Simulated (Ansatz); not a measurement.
Two isomers of C3H5NO: A = `CC1=NCO1`, B = `NC1CC1=O`.

Isolated molecules relaxed with PBE0-D4/def2-TZVP in Ansatz; ΔE leaves out vibrations. CCSD(T)/CBS is the MP2 limit (def2-TZVPP, def2-QZVPP) plus CCSD(T) − MP2 in def2-TZVPP, frozen cores. Functionals use def2-TZVPP. B3LYP here is the variant with VWN-RPA as its local correlation; programs differ in this. Each species was taken in one conformer, which may not be the lowest.

A:

```xyz
10

C    -1.159    0.286    1.078
C    -0.089   -0.053    0.127
N     0.645   -1.090   -0.048
C     1.232   -0.320   -1.135
O     0.341    0.803   -0.843
H    -0.884    1.171    1.656
H    -1.323   -0.554    1.751
H    -2.083    0.512    0.541
H     2.276   -0.038   -0.992
H     1.046   -0.716   -2.135
```

B:

```xyz
10

N    -0.079   -0.080    1.538
C     0.426    0.314    0.253
C    -0.557    0.516   -0.932
C     0.424   -0.578   -0.915
O     0.773   -1.607   -1.409
H    -0.835   -0.746    1.432
H     0.647   -0.547    2.070
H     1.198    1.078    0.306
H    -1.604    0.254   -0.797
H    -0.393    1.396   -1.546
```

Problem. Which is lower in electronic energy at CCSD(T)/CBS, and by how much? (An estimate is asked.)

Solution. Computed: A, by 17.6 kcal/mol.

Problem. Give E(B) − E(A) in kcal/mol with LDA (SPW92), MP2/def2-TZVPP, PBE-D4, HF/def2-TZVPP, B2PLYP, B3LYP, CCSD(T)/def2-TZVPP. (Best estimate.)

Solution. Computed: LDA (SPW92) 16.0, MP2/def2-TZVPP 17.8, PBE-D4 14.8, HF/def2-TZVPP 17.9, B2PLYP 16.7, B3LYP 15.5, CCSD(T)/def2-TZVPP 18.2. None reverses the order clearly.

Problem. Does the order hold for the free energy at 298.15 K (harmonic terms from PBE0-D4)? (An estimate is asked.)

Solution. Ansatz gave: Yes: G(B) − G(A) = +16.3 kcal/mol, for one conformer each.

Largest T1 diagnostic: 0.014.

From BLYP to BHLYP (50 % exact exchange), in def2-TZVPP and without D4, E(B) − E(A) moves by +1.9 kcal/mol. Leaving LDA and LC-ωPBE aside and taking each functional with its dispersion term where it has one, the values, not all of them listed here, spread over 2.7 kcal/mol, from BLYP-D4 to PBE-QIDH. LDA lies +1.1 kcal/mol from PBE without D4.
